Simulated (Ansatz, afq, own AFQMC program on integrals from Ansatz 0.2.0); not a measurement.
Two steps: Ansatz 0.2.0 writes the Fock matrix and Cholesky factors of the valence space, and afq projects on them the lowest state that overlaps trial and start.

```yaml
crystal:
  periodic: [false, false, false]
  atoms:
    - {symbol: Si, position_ang: [0.000000, 0.549351, 1.638717]}
    - {symbol: Ge, position_ang: [0.000000, -0.231283, -0.624492]}
    - {symbol: H, position_ang: [0.000000, 1.360771, -0.655909]}
basis:
  gaussian: {orbitals: cc-pVDZ}
magnetization: {spin_polarized: true, initial_magnetization: 3}
correlation: {method: ccsd_t, electrons: outside_noble_gas, hamiltonian_folder: ham}
```

```sh
$ ansatz run in.yaml --threads 1 --pin off --events-out ev --progress --plain --max-ram 1382MiB
```

afq runs on the folder ham with

```
--method free --trial cisd --walkers 60 --time-step 0.03 --max-blocks 80 --target-error 0.00036 --factor-cut 1e-05 --seed 8171 --times 0,0.3,0.6,1.2,1.8,2.4,3.6,4.8,6 --taylor-order 8
```

Times are imaginary, in 1/Eh. The walk had a cap of 671 s. Filled inner d shells are frozen with the cores.

Log:

```
orbitals 31  electrons 6 3  factors 239 of 556
reference energy -2364.73781298 Eh
CCSD correlation -0.16757934 Eh in 13 cycles, weight of the determinant in the CISD state 0.8622
repeat  energy at the last time / Eh  error
    10  -2364.912093  0.001353
    20  -2364.912721  0.000874
    30  -2364.913195  0.000667
    40  -2364.912912  0.000605
    50  -2364.913153  0.000556
    60  -2364.913646  0.000517
    70  -2364.913722  0.000483
    80  -2364.913888  0.000449
time / (1/Eh)  energy / Eh  error  mean overlap
  0.00  -2364.905289  0.000080  1.1597
  0.30  -2364.908846  0.000133  1.1521
  0.60  -2364.910625  0.000154  1.1573
  1.20  -2364.912292  0.000207  1.1660
  1.80  -2364.912871  0.000220  1.1755
  2.40  -2364.913366  0.000277  1.1775
  3.60  -2364.914065  0.000303  1.1793
  4.80  -2364.914098  0.000415  1.2196
  6.00  -2364.913888  0.000449  1.2540
energy -2364.913888 +/- 0.000449 Eh
```

The run passed its tests (error under three times the target), which doesn't prove that it has relaxed.

Against this walk (error 12.2 meV) on the same determinant: CCSD(T) 48.1 meV higher, CCSDT(Q) 7.5 meV lower (within the noise). The error is statistical, and a free projection of finite length keeps a remainder of its start.

Cautions: remainder of the start not in the error; error above the target (12.2 against 9.8 meV); no relativity below Rb; no spin-orbit coupling; inner d shell frozen; lower spins were not checked.

The walk took 2.6 min on 1 thread of Arm Neoverse V2 (shared host). The log's last line is the free-projection energy.

CCSDT and higher add their correlation energy to the determinant of the CCSD(T) run, since their own runs factorise the integrals more tightly (a shift of under 2 meV). A walk keeps the symmetry of its determinant, which the program's search chose and which needn't be the lowest solution, so a lower state of the same spin and another symmetry isn't excluded.
